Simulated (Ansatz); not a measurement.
Born–Oppenheimer molecular dynamics of H$_{5}$SSi$_{2}$ (8 atoms, charge -1, multiplicity 1). It starts from a relaxed structure.

The calculation used Ansatz 0.2.0, RKS PBE/def2-SVP.

```yaml
ensemble: NVT, Nosé–Hoover chain
time_step: 3 fs
steps_asked: 40
set_temperature: 700 K
thermostat: time constant 100 fs, chain length 3 (defaults)
seed: 586863
```

First frame:

```xyz
8
Properties=species:S:1:pos:R:3
Si -1.334 1.170 -0.554
S 0.675 0.064 -1.093
Si 0.808 -0.915 0.772
H -2.006 0.808 -1.915
H -0.829 2.543 -1.095
H 2.066 -1.781 0.796
H -0.321 -1.874 1.101
H 0.941 -0.015 1.986
```

(1) What does the run give?

(2) What happens to the structure?

(3) How do temperature and energy run in time?

## Answers

(1) All steps were run.

```json
{"steps done": "40", "time covered": "120 fs", "mean temperature over the second half": "347 K", "spread of the potential energy over the second half": "12.8 meV per atom", "mean potential energy of the second half above the start": "57.6 meV per atom"}
```

The conserved energy wandered by up to 18.7 meV per atom (net 11.7 meV per atom), which is poor conservation. The mean temperature of the second half is 50 % below the set value. A step of 3 fs is long for free X–H stretches (periods near 10 fs) and can bias their spread and the temperature. A run of 0.12 ps of so small a system gives no equilibrium averages. Limits of this set-up: an anion without diffuse functions, the dipole of an ion depends on the origin.

(2) The same pairs are bonded in the first frame and the last. Pairs count as bonded within 1.25 times the sum of covalent radii (0.12 Å more for H–H). Another seed would give other details.

(3) 
| time (fs) | T (K) | potential energy less start (eV) | conserved less start (meV/atom) |
| --- | --- | --- | --- |
| 0.0 | 700 | 0.000 | 0.00 |
| 6.0 | 337 | 0.350 | 8.54 |
| 12.0 | 276 | 0.420 | 11.22 |
| 18.0 | 495 | 0.206 | 5.37 |
| 24.0 | 461 | 0.228 | 4.43 |
| 30.0 | 388 | 0.279 | 3.24 |
| 36.0 | 373 | 0.309 | 4.92 |
| 42.0 | 336 | 0.338 | 4.20 |
| 48.0 | 320 | 0.385 | 7.83 |
| 54.0 | 462 | 0.259 | 4.73 |
| 60.0 | 379 | 0.361 | 8.25 |
| 66.0 | 185 | 0.551 | 11.91 |
| 72.0 | 372 | 0.363 | 5.20 |
| 78.0 | 480 | 0.290 | 5.01 |
| 84.0 | 288 | 0.497 | 10.77 |
| 90.0 | 266 | 0.593 | 18.74 |
| 96.0 | 305 | 0.526 | 12.13 |
| 102.0 | 374 | 0.438 | 6.16 |
| 108.0 | 459 | 0.368 | 3.53 |
| 114.0 | 408 | 0.461 | 7.90 |
| 120.0 | 295 | 0.598 | 11.72 |

The run took 52 s on 1 thread of Arm Neoverse V2, on a shared host, peak memory 0.1 GiB.
